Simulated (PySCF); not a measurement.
C₄H₅FO.
Numbering: `[O:1]=[CH:2][CH2:3]/[CH:4]=[CH:5]/[F:6]` (hydrogens: H7 on C2; H8, H9 on C3; H10 on C4; H11 on C5)

Computed, not measured: HF/def2-SVP geometry optimisation, gas phase (PySCF 2.14.0).

(1) Give the optimised bond lengths and angles.

Answers

(1) 
```
        bond  length (Å)
       O1=C2       1.181
       C2–C3       1.513
       C3–C4       1.504
       C4=C5       1.315
       C5–F6       1.318
       C2–H7       1.105
C3–H8, C3–H9       1.092
      C4–H10       1.085
      C5–H11       1.082
```

Bonds in one row agree within 0.01 Å and their mean is given. A selection of angles:
```
    angle  degrees
 O1–C2–C3    124.2
 O1–C2–H7    120.9
 C3–C2–H7    114.9
 C2–C3–C4    112.4
 C2–C3–H8    107.8
 C4–C3–H8    111.5
 C4–C3–H9    110.1
 H8–C3–H9    107.8
 C3–C4–C5    123.6
C3–C4–H10    118.3
C5–C4–H10    118.1
 C4–C5–F6    122.3
C4–C5–H11    125.3
F6–C5–H11    112.5
```

Torsions: O1–C2–C3–C4 -131° (anticlinal); C2–C3–C4–C5 -115° (anticlinal); C3–C4–C5–F6 180° (antiperiplanar). The mirror-image conformer, all signs reversed, is as good.

Of the pairs four or more bonds apart, H9···H11 is among the closest relative to their van der Waals radii: 2.47 Å, 103 % of the sum of Bondi's values. The C–C distances run from 1.315 Å (C4=C5, drawn double) to 1.513 Å (C2–C3, drawn single), a spread of 0.198 Å.

Point group: C1 (no symmetry element, even within 0.4 Å). No HF/def2-SVP frequencies stand behind this structure, so it isn't proved a minimum. The numbers are those of one conformer.

Hardware: one thread, Arm Neoverse N1 (aarch64), shared host with 64 logical CPUs at a one-minute load of 57. Cost: 31 s of wall time, 0.44 GiB resident at most. These figures are those of the optimisation.
